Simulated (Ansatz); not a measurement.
Compare A (`N=C(O)C=CF`) with its isomer B (`C=C(O)C(=N)F`).

Isolated molecules relaxed with PBE0-D4/def2-TZVP in Ansatz; ΔE leaves out vibrations. CCSD(T)/CBS is the MP2 limit (def2-TZVPP, def2-QZVPP) plus CCSD(T) − MP2 in def2-TZVPP, frozen cores. Functionals use def2-TZVPP. B3LYP here is the variant with VWN-RPA as its local correlation; programs differ in this. Each species was taken in one conformer, which may not be the lowest.

Which is lower in electronic energy at CCSD(T)/CBS, and by how much? (An estimate is asked.)

Computed: A, by 15.8 kJ/mol.

Give E(B) − E(A) in kJ/mol with CCSD(T)/def2-TZVPP, ωB97M-V, PBE0-D4, B2PLYP, MP2/def2-TZVPP, B3LYP, PBE-D4. (Best estimate.)

Ansatz gave: CCSD(T)/def2-TZVPP 14.4, ωB97M-V 14.2, PBE0-D4 15.4, B2PLYP 15.9, MP2/def2-TZVPP 15.4, B3LYP 16.1, PBE-D4 14.7. None reverses the order clearly.

Largest T1 diagnostic: 0.014.

In def2-TZVPP, CCSD(T) changes the Hartree–Fock value by −4.0 kJ/mol (the triples alone add −0.6 kJ/mol) and MP2 by −3.1 kJ/mol.
